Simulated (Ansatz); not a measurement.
A nudged elastic band was laid between two geometries of CH4BCl + H2 (9 atoms, charge 0, multiplicity 1).

The calculation used RKS PBE-D4/def2-SVP in Ansatz.

```yaml
movable_images: 5
climbing_image: yes
spring: 5.0 eV/Å²
optimiser: quadratic models (default)
start_path: through a guess of the saddle point
force_threshold: 0.03 eV/Å
iteration_limit: 60
end_points: relaxed
```

Initial state:

```xyz
9
Properties=species:S:1:pos:R:3
B -0.220 0.549 0.211
Cl -0.269 0.449 1.975
H 0.850 0.870 -0.267
C -1.473 0.239 -0.662
H -2.386 -0.032 -0.099
H -1.690 1.116 -1.313
H -1.224 -0.582 -1.371
H 0.587 -2.890 0.324
H 0.467 -2.389 0.896
```

Final state:

```xyz
9
Properties=species:S:1:pos:R:3
B 0.015 -0.417 -0.309
Cl -0.061 -0.142 2.422
H 0.996 0.288 -0.452
C -1.413 0.018 -0.759
H -2.247 -0.566 -0.324
H -1.610 1.103 -0.650
H -1.424 -0.185 -1.859
H 0.232 -1.595 -0.009
H 0.155 -1.176 1.635
```

Q: Which bonds break or form, and what moves?

A: Bonds broken: B1–Cl2, H8–H9. Bonds formed: B1–H8, Cl2–H9. CH4BCl + H2 becomes CH5B + ClH.

Q: What energy profile does the band end with?

A: The run converged. The highest image is number 5 of 0 to 6, 0.92 eV above the first end and 0.06 eV above the last; the last end lies 0.86 eV above the first. A vibrational analysis at the climbing image gives one clearly imaginary mode, 348i cm⁻¹: a first-order saddle point. The orbitals stay closed-shell, which can raise the energy where a bond breaks towards radicals; this wasn't checked here.

```json
{"image": "0", "path coordinate (Å)": "0.00", "energy (eV)": "0.00", "B1–Cl2 (Å)": "1.77", "H8–H9 (Å)": "0.77", "B1–H8 (Å)": "3.53"}
{"image": "1", "path coordinate (Å)": "0.60", "energy (eV)": "0.01", "B1–Cl2 (Å)": "1.77", "H8–H9 (Å)": "0.77", "B1–H8 (Å)": "3.10"}
{"image": "2", "path coordinate (Å)": "1.20", "energy (eV)": "0.04", "B1–Cl2 (Å)": "1.77", "H8–H9 (Å)": "0.77", "B1–H8 (Å)": "2.62"}
{"image": "3", "path coordinate (Å)": "1.80", "energy (eV)": "0.18", "B1–Cl2 (Å)": "1.79", "H8–H9 (Å)": "0.77", "B1–H8 (Å)": "2.07"}
{"image": "4", "path coordinate (Å)": "2.41", "energy (eV)": "0.50", "B1–Cl2 (Å)": "1.90", "H8–H9 (Å)": "0.84", "B1–H8 (Å)": "1.52"}
{"image": "5", "path coordinate (Å)": "3.01", "energy (eV)": "0.92", "B1–Cl2 (Å)": "2.26", "H8–H9 (Å)": "1.21", "B1–H8 (Å)": "1.28"}
{"image": "6", "path coordinate (Å)": "3.61", "energy (eV)": "0.86", "B1–Cl2 (Å)": "2.75", "H8–H9 (Å)": "1.70", "B1–H8 (Å)": "1.23"}
```

Q: What is the geometry of the highest image?

A: 
```xyz
9
Properties=species:S:1:pos:R:3
B 0.009 -0.326 -0.084
Cl -0.136 -0.133 2.160
H 1.033 0.284 -0.304
C -1.400 0.004 -0.693
H -2.234 -0.584 -0.264
H -1.643 1.082 -0.608
H -1.358 -0.227 -1.782
H 0.256 -1.573 0.067
H 0.117 -1.197 1.204
```

Q: What are the harmonic wavenumbers there?

A: 348i, 192, 214, 523, 618, 723, 761, 922, 974, 1000, 1123, 1275, 1277, 1376, 1394, 1621, 2226, 2596, 2963, 3046, 3080 cm⁻¹.

The run took 67 s on 1 thread of Intel(R) Xeon(R) 6975P-C (Granite Rapids) (shared host), peak memory 0.16 GiB.
